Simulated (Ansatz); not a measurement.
Voigt–Reuss–Hill shear modulus (GPa) of solids drawn from the class of elemental solids other than molecular ones, at two levels: PBE (PAW; Ansatz, a quantum-chemistry and plane-wave program), and PBEsol (Ansatz, PAW).

```csv
solid,PBE,PBEsol,shift (%)
fcc Al,24.3,27.0,+11.1
double-hcp La,17.0,19.8,+16.5
fcc Ag,27.9,37.0,+33
hcp Zr,34.4,32.0,-7.0
hcp Sc,32.1,34.1,+6.2
hcp Be,162,165,+1.9
bcc Cs,0.62,0.69,+11.3
bcc Li,5.05,5.03,-0.4
fcc Au,21.5,27.4,+27
hcp Ti,47.4,47.2,-0.4
```

The shifts run from -7.0 % to +33 %, with a median of +8.7 %.

Over all 10 rows PBEsol is the larger in 7.

Ansatz's runs of these crystals have no spin polarisation.

Spin–orbit coupling is left out, also for the solids with elements from indium on (double-hcp La, bcc Cs, fcc Au); its size isn't shown.

Each level is taken at its own relaxed cell. Ansatz's density-functional and Hartree–Fock values are scalar-relativistic unless marked +SOC, with PAW data made under PBE.
